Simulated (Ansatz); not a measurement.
Write a Python script for the Python package of Ansatz (0.2.0) that makes a search for lower mean-field states of ClMg. Use (for the species named): PBE, 6-31G* basis, multiplicity 2.

```xyz
2

Mg    1.0522   -0.3998    0.5240
Cl   -1.0228    0.3397   -0.5199
```

`clmg_states.py`
```python
import ansatz as az
import numpy as np

BASIS_SET = "6-31G*"
FUNCTIONAL = "pbe"

GEOMETRY = """
Mg    1.05220   -0.39980    0.52400
Cl   -1.02280    0.33970   -0.51990
"""


def main() -> None:
    geometry = az.Crystal.molecule()
    for line in GEOMETRY.strip().splitlines():
        symbol, *xyz = line.split()
        geometry = geometry.atom(symbol, [float(v) for v in xyz])
    symbols = [site.symbol for site in geometry.cartesian_sites]

    start = np.array([site.position_ang for site in geometry.cartesian_sites])
    for factor in [1.0, 1.5]:
        xyz = (start - start.mean(axis=0)) * factor
        scaled = az.Crystal.molecule()
        for symbol, place in zip(symbols, xyz):
            scaled = scaled.atom(symbol, place.tolist())
        base = scaled.calculation()
        base = base.basis(gaussian=BASIS_SET).functional(FUNCTIONAL)
        base = base.spin("collinear", total=1)
        for search in ("off", "standard"):
            try:
                r = base.scf(lower_state_search=search).run().report
            except az.AnsatzError as error:
                print(f"x{factor} search {search}: {type(error).__name__}")
                continue
            state = r["mean_field"]["state"]
            print(f"all distances x{factor}, search {search:8s} E = {r['free_energy_ev']:.5f} eV  <S^2> = {abs(state['spin_squared']):.3f}  other states met: {len(r['mean_field']['others'])}")


if __name__ == "__main__":
    main()
```

Running `python clmg_states.py` prints:
```text
all distances x1.0, search off      E = -17958.77541 eV  <S^2> = 0.751  other states met: 0
all distances x1.0, search standard E = -17958.77541 eV  <S^2> = 0.751  other states met: 0
all distances x1.5, search off      E = -17956.86697 eV  <S^2> = 0.757  other states met: 0
all distances x1.5, search standard E = -17956.86697 eV  <S^2> = 0.757  other states met: 8
```

These settings explore the input space; basis and method may be short of convergence. The count of other states can hold repeated and symmetry-equivalent ends of the search; scaling all distances is a test, and for more than two atoms no physical path. The run takes the species as open-shell (spin multiplicity 2), which needn't be its ground state. The spin state was assumed, and another may lie lower. Hardware and time: 4.8 s on 1 thread of AMD EPYC 7B13 (Zen 3), on a shared host, peak memory 0.18 GiB.
